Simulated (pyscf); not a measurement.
Single points on ωB97X-D3(BJ)/def2-SVP structures (PySCF, gas phase). Correlated levels are frozen-core, on RHF or UHF. ΔMP2 is the change of the MP2 total energy from the triple- to the quadruple-zeta basis.

Question: Estimate the classical barrier height and the reaction energy of CH₄ (SMILES C) + H₂B–O–CH: (SMILES BO[CH]) [singlet] → H₂B–O–CH₂–CH₃ (SMILES BOCC) at CCSD(T)/def2-TZVPP + ΔMP2(QZVPP). The step runs on the singlet surface, breaks C–H and forms C–C, C–H; take the separated reactants as zero.

Answer: ΔE‡ = 10.1 kcal/mol, ΔE = -84.8 kcal/mol. Zero-point energy shifts the barrier by +1.5 kcal/mol. It is an insertion, with an imaginary mode of 803i cm⁻¹. H₂B–O–CH: [singlet] lies 107.9 kcal/mol over its isomer H₃C–B=O (electronic energy, ωB97M-D3(BJ)/def2-TZVP). H₂B–O–CH₂–CH₃ lies 32.2 kcal/mol over its isomer H₃C–B(CH₃)–OH (electronic energy, ωB97M-D3(BJ)/def2-TZVP). One saddle was located; it need not be the lowest between these sides. The CCSD(T) − MP2 part came from Ansatz, without density fitting, on the same reference.
